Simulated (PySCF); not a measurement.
# Rotational lines of AlF

Lines J+1 ← J of the vibrational ground state, computed from RHF-CCSD(T) constants of AlF, ¹Σ⁺ (singlet), closed shell (Al pcseg-1, F pcseg-1; no relativity (PySCF 2.14); masses 26.9815 and 18.9984 u), in MHz:

```csv
J,ν (MHz)
5,188789.1
6,220243.7
7,251693.5
8,283137.9
9,314576.2
```

(1) Find B0 and the effective bond length r0; with αe = 0.00419 cm⁻¹, find Re.

Correlated steps freeze 6 core orbitals. Correlated levels converge slowly with the basis: in double zeta they bind strong bonds too weakly, by up to about 1 eV, and carry superposition errors of some tenths. Where the molecule has an RHF reference, its open-shell atoms are computed with UHF.

Results:

(1) ν = 2B0(J+1) − 4D(J+1)³ gives B0 = 0.52485 cm⁻¹. With the reduced mass μred = 11.148 u, r0 = √(16.8576/(μred·B0)) (u, cm⁻¹, Å) = 1.6974 Å. Be = B0 + αe/2 = 0.52694 cm⁻¹ gives Re = 1.694 Å.
